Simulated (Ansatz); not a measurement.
A made-up structure of BSi₂H₇, closed shell:

```tsv
atom	x (Å)	y (Å)	z (Å)
Si1	-1.2418	1.0197	-0.7819
B2	0.4811	0.0095	-0.5950
Si3	1.0897	-0.9239	1.0729
H4	-2.2149	0.0258	-1.3311
H5	0.6773	0.0381	0.5378
H6	-1.7913	1.5326	0.5021
H7	1.1392	-0.1456	-1.5842
H8	0.6224	-2.3361	0.9188
H9	0.4981	-0.3831	2.3264
H10	2.5717	-0.9493	1.2190
```

It is relaxed with PBE-D4/def2-SVP and then PBE0-D4/def2-TZVP (Ansatz 0.2.0). Atoms count as bonded within 1.22 times the sum of their covalent radii (H–H: 0.88 Å). The end point is not checked to be a true minimum.

Q: Does its bonding change? (A judgement: the text doesn't fix the answer.)

A: By the calculation: Yes. Formed: Si1–Si3; broken: B2–Si3, Si3–H5.

Where it ends: The first stage lowers the energy by 4.95 eV in 29 steps. It ends as BSi₂H₇ ([BH2][SiH2][SiH3]):
```csv
atom,x (Å),y (Å),z (Å)
Si1,-0.8814,0.2985,-0.1951
B2,0.8954,0.7076,-0.9019
Si3,0.3459,-1.1369,1.2446
H4,-1.8273,-0.5122,-1.0024
H5,1.5769,1.5356,-0.3730
H6,-1.6009,1.3094,0.6199
H7,1.3882,0.0033,-1.7332
H8,-0.0387,-2.5576,1.0425
H9,0.1751,-0.7468,2.6679
H10,1.7981,-1.0133,0.9157
```

Labels in which every atom is bracketed show which atoms are joined, not bond orders.

For scale, one of the runs: PBE0-D4/def2-TZVP relaxation, 147 basis functions, launched by `ansatz run in.yaml --threads 2 --pin off --events-out ev --progress --plain --max-ram 4352MiB`. Hardware: 2 CPU threads of an Intel Xeon 6975P-C, shared host. Wall time about 14 s.
